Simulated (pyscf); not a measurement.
PySCF, gas phase, ωB97X-D3(BJ)/def2-SVP geometries.

Q: For the elementary gas-phase step `[SiH]=[AsH]` [doublet] + `[H][H]` → `[SiH2]=[AsH]` + `[H]` [doublet] (doublet surface; H–H broken, H–Si formed), what barrier and reaction energy does ωB97M-D3(BJ)/def2-TZVP give, measured from the separated reactants?

A: ΔE‡ = 93.4 kJ/mol, ΔE = +77.7 kJ/mol. Zero-point energy shifts the barrier by -4.5 kJ/mol. It is a hydrogen abstraction, with an imaginary mode of 876i cm⁻¹. [HSi=AsH]• lies 57.6 kJ/mol over its isomer H₂Si=As•, and others may lie lower still (electronic energy, ωB97M-D3(BJ)). One saddle was located; it need not be the lowest between these sides. The angle at the transferred H is 179°. Elements up to Kr have no core potential and no relativistic terms here.
